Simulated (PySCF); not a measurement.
Molecule: 3,3-dimethyl-1-butene, C₆H₁₂.

Molfile (atoms numbered from 1):
```
C6H12
     RDKit          3D

 18 17  0  0  0  0  0  0  0  0999 V2000
    2.1800   -0.4174    0.6074 C   0  0  0  0  0  0  0  0  0  0  0  0
    1.2676   -0.0872   -0.3072 C   0  0  0  0  0  0  0  0  0  0  0  0
   -0.2239    0.0549   -0.1144 C   0  0  0  0  0  0  0  0  0  0  0  0
   -0.6180    1.4912   -0.4870 C   0  0  0  0  0  0  0  0  0  0  0  0
   -0.9238   -0.9236   -1.0680 C   0  0  0  0  0  0  0  0  0  0  0  0
   -0.6535   -0.2361    1.3213 C   0  0  0  0  0  0  0  0  0  0  0  0
    3.2395   -0.4903    0.3482 H   0  0  0  0  0  0  0  0  0  0  0  0
    1.9149   -0.6279    1.6469 H   0  0  0  0  0  0  0  0  0  0  0  0
    1.6077    0.1123   -1.3328 H   0  0  0  0  0  0  0  0  0  0  0  0
   -1.7086    1.6279   -0.4094 H   0  0  0  0  0  0  0  0  0  0  0  0
   -0.3222    1.7304   -1.5209 H   0  0  0  0  0  0  0  0  0  0  0  0
   -0.1316    2.2187    0.1807 H   0  0  0  0  0  0  0  0  0  0  0  0
   -0.6680   -1.9657   -0.8216 H   0  0  0  0  0  0  0  0  0  0  0  0
   -2.0183   -0.8135   -1.0037 H   0  0  0  0  0  0  0  0  0  0  0  0
   -0.6283   -0.7423   -2.1137 H   0  0  0  0  0  0  0  0  0  0  0  0
   -0.3770   -1.2577    1.6248 H   0  0  0  0  0  0  0  0  0  0  0  0
   -0.1901    0.4678    2.0299 H   0  0  0  0  0  0  0  0  0  0  0  0
   -1.7460   -0.1414    1.4193 H   0  0  0  0  0  0  0  0  0  0  0  0
  1  2  2  0
  2  3  1  0
  3  4  1  0
  3  5  1  0
  3  6  1  0
  1  7  1  0
  1  8  1  0
  2  9  1  0
  4 10  1  0
  4 11  1  0
  4 12  1  0
  5 13  1  0
  5 14  1  0
  5 15  1  0
  6 16  1  0
  6 17  1  0
  6 18  1  0
M  END
```

Geometry PBE0-D3(BJ)/def2-SVP throughout; GIAO in PySCF, gas phase, one conformer, non-relativistic; equivalent atoms averaged; functional PBE0.

Question: How do the absolute shieldings σ depend on the basis set? (ppm; last column core-seconds on shared hosts with different chips, so compare them loosely)

Answer: 
```tsv
basis set	functions	C2	C1	C3	C4/C5/C6	H9	H7	H8	H10/H11/H12/H13/H14/H15/H16/H17/H18	core-s
STO-3G	42	117.0	132.3	199.0	208.6	27.29	27.51	27.73	31.73	3.6
6-31G	78	52.9	90.3	165.7	169.4	26.14	27.30	27.13	31.35	7.4
pcSseg-0	78	32.7	70.1	160.2	160.8	26.83	27.57	27.39	31.59	6.8
6-31G*	108	51.2	87.3	161.9	165.5	25.85	26.99	26.89	30.88	11
def2-SVP	144	44.3	84.2	161.7	164.2	25.36	26.41	26.29	30.38	14
cc-pVDZ	144	46.2	86.5	160.3	166.6	25.24	26.25	26.18	30.31	15
pcSseg-1	162	25.1	67.9	149.7	154.2	25.19	26.08	26.08	30.26	20
6-311+G(2d,p)	234	29.0	73.0	150.6	157.5	25.37	26.44	26.38	30.57	31
aug-cc-pVDZ	246	43.2	85.9	158.0	166.5	25.13	26.18	26.17	30.36	35
def2-TZVP	258	27.8	72.3	150.3	156.8	25.29	26.39	26.32	30.51	38
IGLO-III	330	20.8	66.5	146.7	153.3	25.19	26.26	26.22	30.40	54
```

Question: Which nucleus moves most, in ppm?

Answer: C2 (alkene CH): from 20.8 ppm with IGLO-III to 117.0 ppm with STO-3G. The smallest spread is 1.47 ppm, at H10/H11/H12/H13/H14/H15/H16/H17/H18. Proton shifts span only some 12 ppm, so a few tenths of a ppm matter as much there as several ppm in carbon.

Question: Taking the largest basis, IGLO-III (330 functions), as the yardstick, rank the others by their worst heavy-atom deviation.

Answer: pcSseg-1 4.3 ppm (162 functions), def2-TZVP 7.0 ppm (258 functions), 6-311+G(2d,p) 8.2 ppm (234 functions), pcSseg-0 13.5 ppm (78 functions), aug-cc-pVDZ 22.4 ppm (246 functions), def2-SVP 23.5 ppm (144 functions), cc-pVDZ 25.5 ppm (144 functions), 6-31G* 30.4 ppm (108 functions), 6-31G 32.1 ppm (78 functions), STO-3G 96.3 ppm (42 functions).

A small basis that lands close on one nucleus may do so by chance; judge by the trend and by all nuclei.
